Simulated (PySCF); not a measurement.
# C2HF2−, a complex of two parts: interaction energy, part 2 of 2

PySCF 2.14.0. Atoms count from 0, parts from 1. Earlier steps stand in the parts before.

## (6) Interaction energy: PBE0-D3(BJ)/def2-TZVPD, 1275 fs

What the job is given:

```
{"job": {"kind": "inter", "xc": "PBE0", "basis": "def2-TZVPD", "disp": "d3bj"}, "charge": -1, "multiplicity": 1, "parts": [{"atoms": "0-3", "charge": 0, "multiplicity": 1}, {"atoms": "4-4", "charge": -1, "multiplicity": 1}]}
C      0.719851     0.678430    -0.523609
C      0.940956    -0.441036    -0.165308
F      1.342215    -1.711176     0.076600
H      0.169002     1.671081    -0.515766
F     -0.766474     2.798222    -0.249604
```

Level: PBE0-D3(BJ)/def2-TZVPD interaction energy, counterpoise and uncorrected, gas phase.

The log of the run:

```text
part 1, own basis, geometry of the cluster
coarse grid: 3880 points
cycle   1  E = -176.3755193813  dE =  3.319e-01  |g| = 4.456e-01  |ddm| = 3.152e+00
cycle   2  E = -176.3231736091  dE =  5.235e-02  |g| = 6.411e-01  |ddm| = 1.168e+00
cycle   3  E = -176.4051316559  dE = -8.196e-02  |g| = 1.705e-01  |ddm| = 6.437e-01
cycle   4  E = -176.4123899922  dE = -7.258e-03  |g| = 4.334e-02  |ddm| = 5.331e-01
cycle   5  E = -176.4126569857  dE = -2.670e-04  |g| = 1.173e-02  |ddm| = 3.388e-02
cycle   6  E = -176.4126821455  dE = -2.516e-05  |g| = 2.589e-03  |ddm| = 2.757e-02
cycle   7  E = -176.4126836870  dE = -1.542e-06  |g| = 2.129e-04  |ddm| = 8.195e-03
final grid: 39392 points
cycle   8  E = -176.4138168804  dE = -2.500e-05  |g| = 3.333e-03  |ddm| = 1.016e-01
cycle   9  E = -176.4138151704  dE =  1.710e-06  |g| = 4.725e-03  |ddm| = 2.351e-02
cycle  10  E = -176.4138190704  dE = -3.900e-06  |g| = 5.666e-04  |ddm| = 8.277e-03
cycle  11  E = -176.4138191178  dE = -4.732e-08  |g| = 1.525e-04  |ddm| = 2.422e-03
cycle  12  E = -176.4138191215  dE = -3.717e-09  |g| = 7.899e-05  |ddm| = 4.451e-04
cycle  13  E = -176.4138191229  dE = -1.449e-09  |g| = 1.499e-05  |ddm| = 1.063e-04
cycle  14  E = -176.4138191230  dE = -5.400e-11  |g| = 8.664e-07  |ddm| = 3.821e-05
converged SCF energy = -176.4138191230

part 2, own basis, geometry of the cluster: E = -99.7963211937 (as before)

part 1, own basis, relaxed alone: E = -176.4266447060 (as before)

part 2, own basis, relaxed alone: E = -99.7963211937 (as before)

cluster
final grid: 51000 points
cycle   1  E = -276.2373481523  dE = -3.235e-02  |g| = 2.870e-01  |ddm| = 2.071e+00
cycle   2  E = -276.1840782453  dE =  5.327e-02  |g| = 5.872e-01  |ddm| = 8.600e-01
cycle   3  E = -276.2555004051  dE = -7.142e-02  |g| = 4.708e-02  |ddm| = 5.737e-01
cycle   4  E = -276.2557824249  dE = -2.820e-04  |g| = 2.540e-02  |ddm| = 8.693e-02
cycle   5  E = -276.2559267191  dE = -1.443e-04  |g| = 3.345e-03  |ddm| = 4.845e-02
cycle   6  E = -276.2559291918  dE = -2.473e-06  |g| = 1.087e-03  |ddm| = 2.804e-02
cycle   7  E = -276.2559294300  dE = -2.381e-07  |g| = 2.848e-04  |ddm| = 2.797e-03
cycle   8  E = -276.2559294412  dE = -1.125e-08  |g| = 1.179e-04  |ddm| = 9.870e-04
cycle   9  E = -276.2559294436  dE = -2.367e-09  |g| = 2.622e-05  |ddm| = 5.203e-04
cycle  10  E = -276.2559294438  dE = -1.698e-10  |g| = 2.634e-06  |ddm| = 9.681e-05
converged SCF energy = -276.2559294438

part 1 in the basis of the cluster
final grid: 51000 points
cycle   1  E = -176.4138596432  dE = -4.319e-05  |g| = 3.064e-04  |ddm| = 6.660e-01
cycle   2  E = -176.4138596733  dE = -3.009e-08  |g| = 6.042e-05  |ddm| = 2.800e-02
cycle   3  E = -176.4138596723  dE =  9.590e-10  |g| = 8.918e-05  |ddm| = 1.407e-03
cycle   4  E = -176.4138596742  dE = -1.840e-09  |g| = 2.226e-05  |ddm| = 2.225e-04
cycle   5  E = -176.4138596743  dE = -1.157e-10  |g| = 4.720e-06  |ddm| = 6.958e-05
converged SCF energy = -176.4138596743

part 2 in the basis of the cluster
final grid: 51000 points
cycle   1  E = -99.7963877763  dE = -6.170e-05  |g| = 8.912e-04  |ddm| = 5.093e-01
cycle   2  E = -99.7963881837  dE = -4.073e-07  |g| = 1.440e-03  |ddm| = 2.997e-02
cycle   3  E = -99.7963885125  dE = -3.288e-07  |g| = 1.784e-04  |ddm| = 3.458e-03
cycle   4  E = -99.7963885300  dE = -1.754e-08  |g| = 9.901e-06  |ddm| = 2.883e-03
cycle   5  E = -99.7963885302  dE = -1.598e-10  |g| = 2.816e-06  |ddm| = 3.156e-04
converged SCF energy = -99.7963885302

Interaction energy (kcal/mol)
  counterpoise      -28.955
  uncorrected       -29.021
  dispersion part    -0.290
  deformation         8.053
  binding           -20.903

Decomposition of the uncorrected value (kcal/mol)
  electrostatic     -36.700
  Pauli              39.929
  orbital           -31.961
  dispersion         -0.290

Charge of each part in the cluster: -0.109 -0.891
```

Run time: 7.8 s. Hardware: 1 thread of Arm Neoverse V1, shared host; peak memory 0.5 GiB.

In short: -28.95 kcal/mol with counterpoise, basis-set superposition error 0.07.

## (7) Interaction energy: PBE0-D3(BJ)/def2-TZVPD, 1500 fs

What the job is given:

```
{"job": {"kind": "inter", "xc": "PBE0", "basis": "def2-TZVPD", "disp": "d3bj"}, "charge": -1, "multiplicity": 1, "parts": [{"atoms": "0-3", "charge": 0, "multiplicity": 1}, {"atoms": "4-4", "charge": -1, "multiplicity": 1}]}
C      1.037006     0.280534    -0.502273
C      1.895579    -0.579968    -0.650633
F      2.644527    -1.655914    -0.830572
H      0.611410     1.272599    -0.286683
F     -0.005531     2.665610     0.058422
```

Level: PBE0-D3(BJ)/def2-TZVPD interaction energy, counterpoise and uncorrected, gas phase.

The log of the run:

```text
part 1, own basis, geometry of the cluster
coarse grid: 3880 points
cycle   1  E = -176.3814881315  dE =  3.423e-01  |g| = 4.423e-01  |ddm| = 2.992e+00
cycle   2  E = -176.3111681797  dE =  7.032e-02  |g| = 6.902e-01  |ddm| = 1.071e+00
cycle   3  E = -176.4106784788  dE = -9.951e-02  |g| = 1.767e-01  |ddm| = 6.439e-01
cycle   4  E = -176.4183695323  dE = -7.691e-03  |g| = 4.467e-02  |ddm| = 4.394e-01
cycle   5  E = -176.4186425331  dE = -2.730e-04  |g| = 1.095e-02  |ddm| = 4.111e-02
cycle   6  E = -176.4186651405  dE = -2.261e-05  |g| = 2.447e-03  |ddm| = 2.377e-02
cycle   7  E = -176.4186665308  dE = -1.390e-06  |g| = 2.028e-04  |ddm| = 7.041e-03
final grid: 39392 points
cycle   8  E = -176.4191237201  dE = -2.390e-05  |g| = 3.069e-03  |ddm| = 6.774e-02
cycle   9  E = -176.4191229737  dE =  7.464e-07  |g| = 3.823e-03  |ddm| = 2.306e-02
cycle  10  E = -176.4191256945  dE = -2.721e-06  |g| = 7.022e-04  |ddm| = 7.548e-03
cycle  11  E = -176.4191257634  dE = -6.889e-08  |g| = 1.282e-04  |ddm| = 2.040e-03
cycle  12  E = -176.4191257656  dE = -2.131e-09  |g| = 6.606e-05  |ddm| = 3.752e-04
cycle  13  E = -176.4191257666  dE = -1.016e-09  |g| = 1.721e-05  |ddm| = 7.031e-05
cycle  14  E = -176.4191257666  dE = -7.185e-11  |g| = 8.019e-07  |ddm| = 1.650e-05
converged SCF energy = -176.4191257666

part 2, own basis, geometry of the cluster: E = -99.7963211937 (as before)

part 1, own basis, relaxed alone: E = -176.4266447060 (as before)

part 2, own basis, relaxed alone: E = -99.7963211937 (as before)

cluster
final grid: 51000 points
cycle   1  E = -276.2385023710  dE = -2.228e-02  |g| = 2.793e-01  |ddm| = 4.009e+00
cycle   2  E = -276.1738160212  dE =  6.469e-02  |g| = 6.089e-01  |ddm| = 1.128e+00
cycle   3  E = -276.2566165868  dE = -8.280e-02  |g| = 4.754e-02  |ddm| = 5.723e-01
cycle   4  E = -276.2569247033  dE = -3.081e-04  |g| = 2.122e-02  |ddm| = 1.186e-01
cycle   5  E = -276.2570227970  dE = -9.809e-05  |g| = 3.017e-03  |ddm| = 6.602e-02
cycle   6  E = -276.2570248446  dE = -2.048e-06  |g| = 8.915e-04  |ddm| = 3.604e-02
cycle   7  E = -276.2570250391  dE = -1.945e-07  |g| = 8.957e-05  |ddm| = 4.095e-03
cycle   8  E = -276.2570250415  dE = -2.461e-09  |g| = 3.485e-05  |ddm| = 1.390e-03
cycle   9  E = -276.2570250418  dE = -2.211e-10  |g| = 1.506e-05  |ddm| = 2.145e-04
converged SCF energy = -276.2570250418

part 1 in the basis of the cluster
final grid: 51000 points
cycle   1  E = -176.4191613007  dE = -3.886e-05  |g| = 2.864e-04  |ddm| = 9.767e-01
cycle   2  E = -176.4191613249  dE = -2.416e-08  |g| = 5.380e-05  |ddm| = 3.254e-02
cycle   3  E = -176.4191613243  dE =  5.569e-10  |g| = 7.438e-05  |ddm| = 1.478e-03
cycle   4  E = -176.4191613255  dE = -1.195e-09  |g| = 2.122e-05  |ddm| = 1.799e-04
cycle   5  E = -176.4191613256  dE = -1.017e-10  |g| = 5.902e-06  |ddm| = 4.523e-05
converged SCF energy = -176.4191613256

part 2 in the basis of the cluster
final grid: 51000 points
cycle   1  E = -99.7963892254  dE = -6.371e-05  |g| = 8.419e-04  |ddm| = 5.458e-01
cycle   2  E = -99.7963896340  dE = -4.086e-07  |g| = 1.320e-03  |ddm| = 3.515e-02
cycle   3  E = -99.7963899106  dE = -2.766e-07  |g| = 1.890e-04  |ddm| = 4.646e-03
cycle   4  E = -99.7963899281  dE = -1.755e-08  |g| = 9.089e-06  |ddm| = 3.858e-03
cycle   5  E = -99.7963899283  dE = -1.624e-10  |g| = 2.714e-06  |ddm| = 3.661e-04
converged SCF energy = -99.7963899283

Interaction energy (kcal/mol)
  counterpoise      -26.301
  uncorrected       -26.365
  dispersion part    -0.275
  deformation         4.722
  binding           -21.578

Decomposition of the uncorrected value (kcal/mol)
  electrostatic     -31.662
  Pauli              31.178
  orbital           -25.606
  dispersion         -0.275

Charge of each part in the cluster: -0.088 -0.912
```

It took 7.6 s on 1 thread of Arm Neoverse V1, shared host; peak memory 0.5 GiB.

Counterpoise interaction energy: -26.30 kcal/mol.

## (8) Comparing the runs

Energies in kcal/mol, with wall time:

| run | counterpoise | BSSE | electrostatic | Pauli | orbital | dispersion | time |
| --- | --- | --- | --- | --- | --- | --- | --- |
| PBE0-D3(BJ)/def2-TZVPD, 375 fs | -27.38 | 0.08 | -35.46 | 37.71 | -29.41 | -0.28 | 8.9 s |
| PBE0-D3(BJ)/def2-TZVPD, 600 fs | -27.48 | 0.06 | -34.29 | 34.47 | -27.45 | -0.28 | 7.4 s |
| PBE0-D3(BJ)/def2-TZVPD, 825 fs | -30.17 | 0.08 | -38.34 | 42.42 | -34.05 | -0.28 | 7.8 s |
| PBE0-D3(BJ)/def2-TZVPD, 1050 fs | -22.61 | 0.07 | -36.47 | 45.03 | -30.93 | -0.30 | 7.9 s |
| PBE0-D3(BJ)/def2-TZVPD, 1275 fs | -28.95 | 0.07 | -36.70 | 39.93 | -31.96 | -0.29 | 7.8 s |
| PBE0-D3(BJ)/def2-TZVPD, 1500 fs | -26.30 | 0.06 | -31.66 | 31.18 | -25.61 | -0.28 | 7.6 s |

## (9) Results

What follows sums up all 2 parts.

```
                                                         quantity                      value
interaction energy, counterpoise (PBE0-D3(BJ)/def2-TZVPD, 375 fs)            -27.38 kcal/mol
                                              superposition error              0.08 kcal/mol
                                binding energy (with deformation)            -22.60 kcal/mol
      range of the interaction energy over the runs of this table  -30.17 to -22.61 kcal/mol
```

In words: Of the attraction, electrostatic 54 %, orbital 45 %, dispersion 0 %; Pauli repulsion takes back 37.71 kcal/mol. The geometry is that of tight binding, not a minimum at this level, so the binding values are rough. The interaction energy runs from -30.17 (PBE0-D3(BJ)/def2-TZVPD, 825 fs) to -22.61 kcal/mol (PBE0-D3(BJ)/def2-TZVPD, 1050 fs); the frames are unrelaxed snapshots, so the spread is that of the geometry.
